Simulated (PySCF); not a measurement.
C4H6O.
Z-matrix (Å and degrees, PBE0-D3(BJ)/def2-SVP geometry), rows numbered from 1:
```
O 
C   1  1.2020
C   2  1.4769  1  125.34
C   3  1.5130  2  117.61  1   145.24
C   4  1.4822  3   60.67  2   107.33
H   2  1.1262  1  120.98  3   179.85
H   3  1.0932  2  114.48  1    -0.93
H   4  1.0924  3  116.55  5   110.01
H   4  1.0943  3  117.42  5  -108.98
H   5  1.0924  3  116.53  4  -109.93
H   5  1.0942  3  117.37  4   108.86
```

Level of theory: core-valence-separated Tamm–Dancoff BHandHLYP/aug-pcX-1 (pcseg-1 on H) in PySCF, non-relativistic, gas phase, PBE0-D3(BJ)/def2-SVP geometry. The energies are unshifted.

Task: List the oxygen K-edge absorption lines.

Result: 
```
E (eV)       f  core hole on  main final orbital                        polarisation
528.53  0.0510            O1         LUMO (65 %)  normal to the local trigonal plane
533.84  0.0007            O1       LUMO+4 (71 %)                                   –
534.21  0.0000            O1       LUMO+2 (69 %)                                   –
534.47  0.0023            O1       LUMO+1 (69 %)         in the local trigonal plane
534.57  0.0000            O1       LUMO+3 (60 %)                                   –
535.25  0.0037            O1       LUMO+5 (44 %)         in the local trigonal plane
535.46  0.0038            O1       LUMO+6 (63 %)         in the local trigonal plane
```

The first line with a tenth or more of the strongest one's intensity is at 528.53 eV (f = 0.051), with the hole on O1 (aldehyde oxygen), polarised normal to the local trigonal plane: a 1s→π* resonance. It is also the strongest listed.

Task: List the carbon K-edge absorption lines.

Result: 
```csv
E (eV),f,core hole on,main final orbital,polarisation
283.38,0.0788,C2,LUMO (57 %),normal to the local trigonal plane
285.13,0.0004,C3,LUMO (75 %),–
285.61,0.0539,C4/C5,"LUMO (2 roots, f summed)",–
286.19,0.0279,C4/C5,"LUMO+1 (2 roots, f summed)",–
286.27,0.0166,C3,LUMO+2 (55 %),–
286.41,0.0488,C4/C5,"LUMO+2 (2 roots, f summed)",–
287.02,0.0103,C4/C5,"spread (2 roots, f summed)",–
287.13,0.0493,C3,"spread (2 roots, f summed)",–
287.42,0.0040,C3,LUMO+4 (70 %),–
287.48,0.0049,C3,LUMO+3 (68 %),–
287.55,0.0153,C4/C5,"LUMO+4 (2 roots, f summed)",–
288.00,0.0201,C4/C5,"LUMO+5 (2 roots, f summed)",–
```

The first line with a tenth or more of the strongest one's intensity is at 283.38 eV (f = 0.079), with the hole on C2 (aldehyde carbon), polarised normal to the local trigonal plane: a 1s→π* resonance. It is also the strongest listed.

Roots within 0.03 eV whose holes lie on the same, on equivalent or on shared atoms are summed into one line, and the highest roots are left out, as the search may have cut off their partners. Final orbitals are the ground state's empty Kohn–Sham orbitals. A dash: too weak, shared between unlike atoms, or no plane or axis to refer to.

Task: What is the summed oscillator strength of the listed O K lines, and their intensity-weighted mean energy?

Result: Σf = 0.061 over 7 lines from 528.53 to 535.46 eV; the weighted mean is 529.64 eV. The strongest line holds 83 % of the sum.

Only the lowest roots of each edge were sought.

One conformer stands for the species.
